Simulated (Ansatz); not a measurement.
# B2H2 (triplet): wB97M-V, B2PLYP over vertical spin and charge gaps, def2-QZVPP

How well do these functionals follow the top wave-function level for B2H2 (triplet) over vertical spin and charge gaps?

The runs use Ansatz 0.2.0, Gaussian basis; def2-QZVPP, all electrons in the functionals, frozen cores in the correlation of double hybrids and RPA.

The runs, in order: wB97M-V, B2PLYP, at charge 0, triplet; charge 0, singlet; charge 0, quintet; charge 1, doublet; charge 1, quartet.

2 further runs of the same task are left out: 2 set aside as unsound or not needed.

### 1 What is computed

The geometry is a PBE0/def2-TZVP stationary point (not a proven minimum).

4 atoms, charge 0, spin multiplicity 3.

Atoms are counted from 1 here; the program's logs count them from 0.

Bond lengths: B1–B2 1.585 Å, B1–H3 1.197 Å, B1–H4 1.197 Å. Angles: B2–B1–H3 118.9°, B2–B1–H4 118.9°, H3–B1–H4 122.2°.

No dispersion term is added; wB97M-V holds VV10 nonlocal correlation.

The geometry shown and the zero of energy belong to the point charge 0, triplet. The yardstick, UCCSD(T), and other wave-function levels (R restricted, U unrestricted, valence and pair active spaces) come from earlier runs.

### 2 wB97M-V, charge 0, triplet

Contents of in.yaml:

```yaml
crystal:
  periodic: [false, false, false]
  atoms:
    - {symbol: B, position_ang: [0.000000, 0.000000, 0.675628]}
    - {symbol: B, position_ang: [0.000000, 0.000000, -0.909454]}
    - {symbol: H, position_ang: [0.000000, 1.047868, 1.253990]}
    - {symbol: H, position_ang: [0.000000, -1.047868, 1.253990]}
basis:
  gaussian: {orbitals: "def2-QZVPP.json"}
magnetization: {spin_polarized: true, initial_magnetization: 2}
hamiltonian: {xc: {name: wB97M-V}}
output: {orbitals: {seedname: orbitals}}
```

Launch:

```console
$ ansatz run in.yaml --threads 2 --pin off --events-out ev --progress --plain --max-ram 24576MiB --backend cuda --devices 0, --max-vram 18GiB
```

Standard output, cut to the lines that bear on the results:

```text
Functional definition: wB97M-V
  name "wB97M-V"
  cite "Mardirossian & Head-Gordon, J. Chem. Phys. 144, 214110 (2016) doi:10.1063/1.4952647"
  cite "Becke, J. Chem. Phys. 107, 8554 (1997) doi:10.1063/1.475007"
  cite "Vydrov & Van Voorhis, J. Chem. Phys. 133, 244103 (2010) doi:10.1063/1.3521275"
  # Of w^i u^j: cxij and so on, Table III.
[...]
  gx(w, u) = 1 - cx + cx01*u + cx10*w
  gss(w, u) = css00 + css04*u^4 + css10*w + css20*w^2 + css43*w^4*u^3
  gos(w, u) = cos00 + cos10*w + (cos20 + cos21*u)*w^2 + (cos60 + cos61*u)*w^6
[...]
      + integral(e_c_pw_mod_opposite_spin*gos(b97_w_opposite, b97_u_opposite)) + vv10(b, c)
518 factors; their error is unknown
176 factors; integrals over basis functions are off by at most 2.2e-5 eV
[...]
mean field -1379.60409883 eV, -50.6995155028 hartree, gradient 4.6e-5 eV, S^2 2.002901; 0 other end points of the search recorded, 0 dependent functions left out
reference -1379.60414823 eV, -50.6995173180 hartree; 7, 5 occupied and 167, 169 virtual orbitals, 518 factors
Total energy: -1379.60414823 eV, -50.6995173180 hartree
```

It took 3.1 s on 1 × H100 (card shared with other runs) with 2 threads of AMD EPYC 7R13, shared host; peak host memory 0.81 GiB.

From the report: ⟨S²⟩ of the determinant 2.003 (pure triplet: 2.00).

### 3 wB97M-V, charge 0, singlet

in.yaml: that of step 2 with these lines changed.

```diff
@@ -9,3 +9,3 @@
   gaussian: {orbitals: "def2-QZVPP.json"}
-magnetization: {spin_polarized: true, initial_magnetization: 2}
+magnetization: {spin_polarized: true, initial_magnetization: 0}
 hamiltonian: {xc: {name: wB97M-V}}
```

The command is unchanged.

Standard output, cut to the lines that bear on the results:

```text
Functional definition: wB97M-V
  name "wB97M-V"
  cite "Mardirossian & Head-Gordon, J. Chem. Phys. 144, 214110 (2016) doi:10.1063/1.4952647"
  cite "Becke, J. Chem. Phys. 107, 8554 (1997) doi:10.1063/1.475007"
  cite "Vydrov & Van Voorhis, J. Chem. Phys. 133, 244103 (2010) doi:10.1063/1.3521275"
  # Of w^i u^j: cxij and so on, Table III.
[...]
  gx(w, u) = 1 - cx + cx01*u + cx10*w
  gss(w, u) = css00 + css04*u^4 + css10*w + css20*w^2 + css43*w^4*u^3
  gos(w, u) = cos00 + cos10*w + (cos20 + cos21*u)*w^2 + (cos60 + cos61*u)*w^6
[...]
      + integral(e_c_pw_mod_opposite_spin*gos(b97_w_opposite, b97_u_opposite)) + vv10(b, c)
518 factors; their error is unknown
176 factors; integrals over basis functions are off by at most 2.2e-5 eV
[...]
mean field -1379.21046233 eV, -50.6850496283 hartree, gradient 9.0e-6 eV, S^2 0.925803; 8 other end points of the search recorded, 0 dependent functions left out
reference -1379.21051191 eV, -50.6850514503 hartree; 6, 6 occupied and 168, 168 virtual orbitals, 518 factors
Total energy: -1379.21051191 eV, -50.6850514503 hartree
```

Wall time 36 s (1 × H100 (card shared with other runs) with 2 threads of AMD EPYC 7R13, shared host); peak host memory 0.84 GiB.

From the report: ⟨S²⟩ of the determinant 0.926 (pure singlet: 0.00). The determinant is far from a pure spin state, so its energy mixes those of several spin states (harmless only where they are near-degenerate, as at dissociation).

From charge 0, triplet: +38.0 kJ/mol.

### 4 wB97M-V, charge 0, quintet

in.yaml: that of step 3 with these lines changed.

```diff
@@ -9,3 +9,3 @@
   gaussian: {orbitals: "def2-QZVPP.json"}
-magnetization: {spin_polarized: true, initial_magnetization: 0}
+magnetization: {spin_polarized: true, initial_magnetization: 4}
 hamiltonian: {xc: {name: wB97M-V}}
```

Launched as before.

Standard output, cut to the lines that bear on the results:

```text
Functional definition: wB97M-V
  name "wB97M-V"
  cite "Mardirossian & Head-Gordon, J. Chem. Phys. 144, 214110 (2016) doi:10.1063/1.4952647"
  cite "Becke, J. Chem. Phys. 107, 8554 (1997) doi:10.1063/1.475007"
  cite "Vydrov & Van Voorhis, J. Chem. Phys. 133, 244103 (2010) doi:10.1063/1.3521275"
  # Of w^i u^j: cxij and so on, Table III.
[...]
  gx(w, u) = 1 - cx + cx01*u + cx10*w
  gss(w, u) = css00 + css04*u^4 + css10*w + css20*w^2 + css43*w^4*u^3
  gos(w, u) = cos00 + cos10*w + (cos20 + cos21*u)*w^2 + (cos60 + cos61*u)*w^6
[...]
      + integral(e_c_pw_mod_opposite_spin*gos(b97_w_opposite, b97_u_opposite)) + vv10(b, c)
518 factors; their error is unknown
176 factors; integrals over basis functions are off by at most 2.2e-5 eV
[...]
mean field -1374.33297729 eV, -50.5058053592 hartree, gradient 6.5e-6 eV, S^2 6.002100; 2 other end points of the search recorded, 0 dependent functions left out
reference -1374.33302485 eV, -50.5058071067 hartree; 8, 4 occupied and 166, 170 virtual orbitals, 518 factors
Total energy: -1374.33302485 eV, -50.5058071067 hartree
```

Wall time 8.5 s (1 × H100 (card shared with other runs) with 2 threads of AMD EPYC 7R13, shared host); peak host memory 0.83 GiB.

From the report: ⟨S²⟩ of the determinant 6.002 (pure quintet: 6.00).

From charge 0, triplet: +508.6 kJ/mol.

### 5 wB97M-V, charge 1, doublet

in.yaml: that of step 4 with these lines changed.

```diff
@@ -9,3 +9,4 @@
   gaussian: {orbitals: "def2-QZVPP.json"}
-magnetization: {spin_polarized: true, initial_magnetization: 4}
+total_charge: 1
+magnetization: {spin_polarized: true, initial_magnetization: 1}
 hamiltonian: {xc: {name: wB97M-V}}
```

Same command.

Standard output, cut to the lines that bear on the results:

```text
Functional definition: wB97M-V
  name "wB97M-V"
  cite "Mardirossian & Head-Gordon, J. Chem. Phys. 144, 214110 (2016) doi:10.1063/1.4952647"
  cite "Becke, J. Chem. Phys. 107, 8554 (1997) doi:10.1063/1.475007"
  cite "Vydrov & Van Voorhis, J. Chem. Phys. 133, 244103 (2010) doi:10.1063/1.3521275"
  # Of w^i u^j: cxij and so on, Table III.
[...]
  gx(w, u) = 1 - cx + cx01*u + cx10*w
  gss(w, u) = css00 + css04*u^4 + css10*w + css20*w^2 + css43*w^4*u^3
  gos(w, u) = cos00 + cos10*w + (cos20 + cos21*u)*w^2 + (cos60 + cos61*u)*w^6
[...]
      + integral(e_c_pw_mod_opposite_spin*gos(b97_w_opposite, b97_u_opposite)) + vv10(b, c)
518 factors; their error is unknown
176 factors; integrals over basis functions are off by at most 2.2e-5 eV
[...]
mean field -1370.39687325 eV, -50.3611562037 hartree, gradient 2.5e-5 eV, S^2 0.751491; 2 other end points of the search recorded, 0 dependent functions left out
reference -1370.39691792 eV, -50.3611578453 hartree; 6, 5 occupied and 168, 169 virtual orbitals, 518 factors
Total energy: -1370.39691792 eV, -50.3611578453 hartree
```

Wall time 11 s (1 × H100 (card shared with other runs) with 2 threads of AMD EPYC 7R13, shared host); peak host memory 0.82 GiB.

From the report: ⟨S²⟩ of the determinant 0.751 (pure doublet: 0.75).

From charge 0, triplet: +888.4 kJ/mol.

### 6 wB97M-V, charge 1, quartet

in.yaml: that of step 5 with these lines changed.

```diff
@@ -10,3 +10,3 @@
 total_charge: 1
-magnetization: {spin_polarized: true, initial_magnetization: 1}
+magnetization: {spin_polarized: true, initial_magnetization: 3}
 hamiltonian: {xc: {name: wB97M-V}}
```

Launched as before.

Standard output, cut to the lines that bear on the results:

```text
Functional definition: wB97M-V
  name "wB97M-V"
  cite "Mardirossian & Head-Gordon, J. Chem. Phys. 144, 214110 (2016) doi:10.1063/1.4952647"
  cite "Becke, J. Chem. Phys. 107, 8554 (1997) doi:10.1063/1.475007"
  cite "Vydrov & Van Voorhis, J. Chem. Phys. 133, 244103 (2010) doi:10.1063/1.3521275"
  # Of w^i u^j: cxij and so on, Table III.
[...]
  gx(w, u) = 1 - cx + cx01*u + cx10*w
  gss(w, u) = css00 + css04*u^4 + css10*w + css20*w^2 + css43*w^4*u^3
  gos(w, u) = cos00 + cos10*w + (cos20 + cos21*u)*w^2 + (cos60 + cos61*u)*w^6
[...]
      + integral(e_c_pw_mod_opposite_spin*gos(b97_w_opposite, b97_u_opposite)) + vv10(b, c)
518 factors; their error is unknown
176 factors; integrals over basis functions are off by at most 2.2e-5 eV
[...]
mean field -1366.86283739 eV, -50.2312827810 hartree, gradient 1.6e-5 eV, S^2 3.753959; 1 other end points of the search recorded, 0 dependent functions left out
reference -1366.86288253 eV, -50.2312844399 hartree; 7, 4 occupied and 167, 170 virtual orbitals, 518 factors
Total energy: -1366.86288253 eV, -50.2312844399 hartree
```

Run time: 7 s. Hardware: 1 × H100 (card shared with other runs) with 2 threads of AMD EPYC 7R13, shared host; peak host memory 0.83 GiB.

From the report: ⟨S²⟩ of the determinant 3.754 (pure quartet: 3.75).

From charge 0, triplet: +1229.3 kJ/mol.

### 7 B2PLYP, charge 0, triplet

in.yaml: that of step 6 with these lines changed.

```diff
@@ -9,5 +9,4 @@
   gaussian: {orbitals: "def2-QZVPP.json"}
-total_charge: 1
-magnetization: {spin_polarized: true, initial_magnetization: 3}
-hamiltonian: {xc: {name: wB97M-V}}
-output: {orbitals: {seedname: orbitals}}
+magnetization: {spin_polarized: true, initial_magnetization: 2}
+hamiltonian: {xc: {name: B2PLYP}}
+correlation: {electrons: outside_noble_gas}
```

Launched as before.

Standard output, cut to the lines that bear on the results:

```text
Functional definition: B2PLYP
  name "B2PLYP"
  cite "Grimme, J. Chem. Phys. 124, 034108 (2006) doi:10.1063/1.2148954"
  cite "Becke, Phys. Rev. A 38, 3098 (1988) doi:10.1103/PhysRevA.38.3098"
  cite "Lee, Yang & Parr, Phys. Rev. B 37, 785 (1988) doi:10.1103/PhysRevB.37.785"
[...]
1039 factors; integrals over basis functions are off by at most 8.4e-4 eV
[...]
mean field -1377.63711897 eV, -50.6272303262 hartree, gradient 1.8e-6 eV, S^2 2.004097; 0 other end points of the search recorded, 0 dependent functions left out
2 core orbitals not correlated: weight in the atoms' cores, before any rotation towards them, 1.000 or more for the frozen orbitals, at most 0.000 for the correlated occupied ones
reference -1377.63725806 eV, -50.6272354376 hartree; 5, 3 occupied and 167, 169 virtual orbitals, 1039 factors
second order -5.44605074 eV of doubles, -0.00000000 eV of singles
Total energy: -1379.10769176 eV, -50.6812728794 hartree
```

Wall time 4.2 s (1 × H100 (card shared with other runs) with 2 threads of AMD EPYC 7R13, shared host); peak host memory 0.9 GiB.

From the report: ⟨S²⟩ of the determinant 2.004 (pure triplet: 2.00).

### 8 B2PLYP, charge 0, singlet

in.yaml: that of step 7 with these lines changed.

```diff
@@ -9,3 +9,3 @@
   gaussian: {orbitals: "def2-QZVPP.json"}
-magnetization: {spin_polarized: true, initial_magnetization: 2}
+magnetization: {spin_polarized: true, initial_magnetization: 0}
 hamiltonian: {xc: {name: B2PLYP}}
```

Same command.

Standard output, cut to the lines that bear on the results:

```text
Functional definition: B2PLYP
  name "B2PLYP"
  cite "Grimme, J. Chem. Phys. 124, 034108 (2006) doi:10.1063/1.2148954"
  cite "Becke, Phys. Rev. A 38, 3098 (1988) doi:10.1103/PhysRevA.38.3098"
  cite "Lee, Yang & Parr, Phys. Rev. B 37, 785 (1988) doi:10.1103/PhysRevB.37.785"
[...]
1039 factors; integrals over basis functions are off by at most 8.4e-4 eV
[...]
mean field -1377.35119162 eV, -50.6167226899 hartree, gradient 1.9e-7 eV, S^2 0.932828; 13 other end points of the search recorded, 0 dependent functions left out
2 core orbitals not correlated: weight in the atoms' cores, before any rotation towards them, 1.000 or more for the frozen orbitals, at most 0.000 for the correlated occupied ones
reference -1377.35132996 eV, -50.6167277738 hartree; 4, 4 occupied and 168, 168 virtual orbitals, 1039 factors
second order -5.37076911 eV of doubles, -0.00000000 eV of singles
Total energy: -1378.80143762 eV, -50.6700182474 hartree
```

It took 22 s on 1 × H100 (card shared with other runs) with 2 threads of AMD EPYC 7R13, shared host; peak host memory 0.91 GiB.

From the report: ⟨S²⟩ of the determinant 0.933 (pure singlet: 0.00). The determinant is far from a pure spin state, so its energy mixes those of several spin states (harmless only where they are near-degenerate, as at dissociation).

From charge 0, triplet: +29.5 kJ/mol.

### 9 B2PLYP, charge 0, quintet

in.yaml: that of step 8 with these lines changed.

```diff
@@ -9,3 +9,3 @@
   gaussian: {orbitals: "def2-QZVPP.json"}
-magnetization: {spin_polarized: true, initial_magnetization: 0}
+magnetization: {spin_polarized: true, initial_magnetization: 4}
 hamiltonian: {xc: {name: B2PLYP}}
```

Launched as before.

Standard output, cut to the lines that bear on the results:

```text
Functional definition: B2PLYP
  name "B2PLYP"
  cite "Grimme, J. Chem. Phys. 124, 034108 (2006) doi:10.1063/1.2148954"
  cite "Becke, Phys. Rev. A 38, 3098 (1988) doi:10.1103/PhysRevA.38.3098"
  cite "Lee, Yang & Parr, Phys. Rev. B 37, 785 (1988) doi:10.1103/PhysRevB.37.785"
[...]
1039 factors; integrals over basis functions are off by at most 8.4e-4 eV
[...]
mean field -1372.65555038 eV, -50.4441610572 hartree, gradient 9.8e-7 eV, S^2 6.006171; 3 other end points of the search recorded, 0 dependent functions left out
2 core orbitals not correlated: weight in the atoms' cores, before any rotation towards them, 1.000 or more for the frozen orbitals, at most 0.000 for the correlated occupied ones
reference -1372.65568930 eV, -50.4441661623 hartree; 6, 2 occupied and 166, 170 virtual orbitals, 1039 factors
second order -4.50077785 eV of doubles, -0.00000000 eV of singles
Total energy: -1373.87089932 eV, -50.4888243068 hartree
```

Run time: 4.7 s. Hardware: 1 × H100 (card shared with other runs) with 2 threads of AMD EPYC 7R13, shared host; peak host memory 0.91 GiB.

From the report: ⟨S²⟩ of the determinant 6.006 (pure quintet: 6.00).

From charge 0, triplet: +505.3 kJ/mol.

### 10 B2PLYP, charge 1, doublet

in.yaml: that of step 9 with these lines changed.

```diff
@@ -9,3 +9,4 @@
   gaussian: {orbitals: "def2-QZVPP.json"}
-magnetization: {spin_polarized: true, initial_magnetization: 4}
+total_charge: 1
+magnetization: {spin_polarized: true, initial_magnetization: 1}
 hamiltonian: {xc: {name: B2PLYP}}
```

The command is unchanged.

Standard output, cut to the lines that bear on the results:

```text
Functional definition: B2PLYP
  name "B2PLYP"
  cite "Grimme, J. Chem. Phys. 124, 034108 (2006) doi:10.1063/1.2148954"
  cite "Becke, Phys. Rev. A 38, 3098 (1988) doi:10.1103/PhysRevA.38.3098"
  cite "Lee, Yang & Parr, Phys. Rev. B 37, 785 (1988) doi:10.1103/PhysRevB.37.785"
[...]
1039 factors; integrals over basis functions are off by at most 8.4e-4 eV
[...]
mean field -1368.68284369 eV, -50.2981667789 hartree, gradient 1.2e-6 eV, S^2 0.753058; 5 other end points of the search recorded, 0 dependent functions left out
2 core orbitals not correlated: weight in the atoms' cores, before any rotation towards them, 1.000 or more for the frozen orbitals, at most 0.000 for the correlated occupied ones
reference -1368.68297180 eV, -50.2981714871 hartree; 4, 3 occupied and 168, 169 virtual orbitals, 1039 factors
second order -4.56948983 eV of doubles, -0.00000000 eV of singles
Total energy: -1369.91673406 eV, -50.3435114136 hartree
```

Run time: 12 s. Hardware: 1 × H100 (card shared with other runs) with 2 threads of AMD EPYC 7R13, shared host; peak host memory 0.91 GiB.

From the report: ⟨S²⟩ of the determinant 0.753 (pure doublet: 0.75).

From charge 0, triplet: +886.8 kJ/mol.

### 11 B2PLYP, charge 1, quartet

in.yaml: that of step 10 with these lines changed.

```diff
@@ -10,3 +10,3 @@
 total_charge: 1
-magnetization: {spin_polarized: true, initial_magnetization: 1}
+magnetization: {spin_polarized: true, initial_magnetization: 3}
 hamiltonian: {xc: {name: B2PLYP}}
```

The command is unchanged.

Standard output, cut to the lines that bear on the results:

```text
Functional definition: B2PLYP
  name "B2PLYP"
  cite "Grimme, J. Chem. Phys. 124, 034108 (2006) doi:10.1063/1.2148954"
  cite "Becke, Phys. Rev. A 38, 3098 (1988) doi:10.1103/PhysRevA.38.3098"
  cite "Lee, Yang & Parr, Phys. Rev. B 37, 785 (1988) doi:10.1103/PhysRevB.37.785"
[...]
1039 factors; integrals over basis functions are off by at most 8.4e-4 eV
[...]
mean field -1365.17047792 eV, -50.1690897179 hartree, gradient 2.1e-6 eV, S^2 3.763156; 2 other end points of the search recorded, 0 dependent functions left out
2 core orbitals not correlated: weight in the atoms' cores, before any rotation towards them, 1.000 or more for the frozen orbitals, at most 0.000 for the correlated occupied ones
reference -1365.17061007 eV, -50.1690945742 hartree; 5, 2 occupied and 167, 170 virtual orbitals, 1039 factors
second order -4.41771921 eV of doubles, -0.00000000 eV of singles
Total energy: -1366.36339426 eV, -50.2129285845 hartree
```

Run time: 3 s. Hardware: 1 × H100 (card shared with other runs) with 2 threads of AMD EPYC 7R13, shared host; peak host memory 0.91 GiB.

From the report: ⟨S²⟩ of the determinant 3.763 (pure quartet: 3.75).

From charge 0, triplet: +1229.6 kJ/mol.

### 12 Against the wave-function levels

No level is safe as a reference over these points; UCCSD(T) serves as a yardstick only. It comes from earlier runs at the same points. Energies in kJ/mol, counted from charge 0, triplet; blanks weren't run or aren't comparable.

```
   level  triplet to singlet  triplet to quintet  ionisation to the doublet cation  ionisation to the quartet cation
UCCSD(T)                                   489.0                             891.8                            1240.3
 wB97M-V                38.0               508.6                             888.4                            1229.3
  B2PLYP                29.5               505.3                             886.8                            1229.6
```

Largest miss and mean time a point (UCCSD(T) took 12 s a point; shared hosts):

```
  level  largest miss (kJ/mol)               where  time a point
wB97M-V                  +19.5  triplet to quintet          13 s
 B2PLYP                  +16.2  triplet to quintet         9.2 s
```

### 13 Results

| quantity | value |
| --- | --- |
| triplet to quintet, UCCSD(T) | 489.0 kJ/mol |
| ionisation to the doublet cation, UCCSD(T) | 891.8 kJ/mol |
| ionisation to the quartet cation, UCCSD(T) | 1240.3 kJ/mol |
| largest miss, wB97M-V | +19.5 kJ/mol (triplet to quintet) |
| largest miss, B2PLYP | +16.2 kJ/mol (triplet to quintet) |

What this shows: Misses are known at 3 of 4 points at best, and only functionals with that many are ranked. Of the functionals, B2PLYP keep the smallest largest miss at the points compared (at most 16.2 kJ/mol) and wB97M-V strays most (19.5 kJ/mol, at triplet to quintet). wB97M-V, B2PLYP clearly break the spin symmetry at some points (⟨S²⟩ up to 0.93 above the pure value), so energy there is bought with a mixed spin. Functionals and the yardstick converge differently with the basis, so part of each miss in def2-QZVPP is the basis. The yardstick itself may be off where one determinant is a poor start.
